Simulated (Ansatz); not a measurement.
# SiNH4 (quartet): the correlation ladder at distance Si1–H5 along a hydrogen transfer = 1.634 Å, cc-pVDZ

The task here is to estimate one member of a computed series from the others.

Method: cc-pVDZ, core rule «outside noble gas», up to 6 orbitals frozen; program: Ansatz 0.2.0, Gaussian basis.

To be run: UHF; CCSD(T) on ROHF; CCSD(T) on UHF; BCCD(T) on ROHF; CISD; CCSDT(Q) on ROHF; CCSDT(Q) on UHF; CASSCF and MRCISD+Q, 5 electrons in 5 orbitals; CASSCF and NEVPT2, 5 electrons in 5 orbitals.

9 further runs of the same task are left out: 1 for a mislabelled method, 8 that didn't finish.

## The geometry

The geometry derives from fragments relaxed apart (PBE0/def2-TZVP) and kept rigid, so it is no stationary point. A hydrogen atom is moved between rigid fragments.

6 atoms, charge 0, spin multiplicity 4.

Atoms are counted from 1 here; the program's logs count them from 0.

Bond lengths: Si1–H2 1.485 Å, Si1–H3 1.485 Å, Si1–H4 1.485 Å, Si1–H5 1.634 Å, H5–N6 1.239 Å. Angles: H2–Si1–H3 109.5°, H2–Si1–H4 109.5°, H2–Si1–H5 109.5°, H3–Si1–H4 109.5°, H3–Si1–H5 109.5°, H4–Si1–H5 109.5°, Si1–H5–N6 180.0°.

Set-up of the first run:

Contents of in.yaml:

```yaml
crystal:
  periodic: [false, false, false]
  atoms:
    - {symbol: Si, position_ang: [-0.875723, 0.000000, 0.000000]}
    - {symbol: H, position_ang: [-1.370595, 1.399708, 0.000000]}
    - {symbol: H, position_ang: [-1.370595, -0.699854, 1.212183]}
    - {symbol: H, position_ang: [-1.370595, -0.699854, -1.212183]}
    - {symbol: H, position_ang: [0.758277, 0.000000, 0.000000]}
    - {symbol: N, position_ang: [1.997277, 0.000000, 0.000000]}
basis:
  gaussian: {orbitals: cc-pVDZ}
magnetization: {spin_polarized: true, initial_magnetization: 3}
hamiltonian: {xc: hf}
output: {orbitals: {seedname: orbitals}}
```

The run is started by

```console
ansatz run in.yaml --threads 1 --pin off --events-out ev --progress --plain --max-ram 2393MiB
```

Among the steps run: UHF; CCSD(T) on ROHF; CCSD(T) on UHF; BCCD(T) on ROHF; CISD; CCSDT(Q) on ROHF; CCSDT(Q) on UHF; CASSCF and MRCISD+Q, 5 electrons in 5 orbitals; CASSCF and NEVPT2, 5 electrons in 5 orbitals.

One of the session's tables, all rows but one given; the rest of the session is left out.

It belongs to the step «Misses and costs». 

```
       method  from UCCSDT(Q) (meV)
         ROHF               +7420.3
          UHF               +7076.2
         RMP2               +1459.6
         UMP2               +1476.7
         CISD                +751.5
        RCCSD                +179.6
        UCCSD                     ?
     RCCSD(T)                 +37.5
     UCCSD(T)                 +36.2
      BCCD(T)                 +37.0
       RCCSDT                  +8.5
       UCCSDT                  +6.5
    RCCSDT(Q)                  +1.8
    UCCSDT(Q)                     0
  CASSCF pair               +6716.6
  NEVPT2 pair               +1418.6
  MRCISD pair                +648.3
MRCISD+Q pair                 +50.6
```

**Question.** Estimate the row for UCCSD.

**Answer.** from UCCSDT(Q) (meV): +172.4. In the column «from UCCSDT(Q) (meV)» it lies between MRCISD+Q pair (+50.6) and RCCSD (+179.6).

To keep in mind: Restricted and unrestricted rows rest on different reference determinants; where their highest levels disagree by more than a few hundredths of an eV, they describe different states and don't form one ladder.
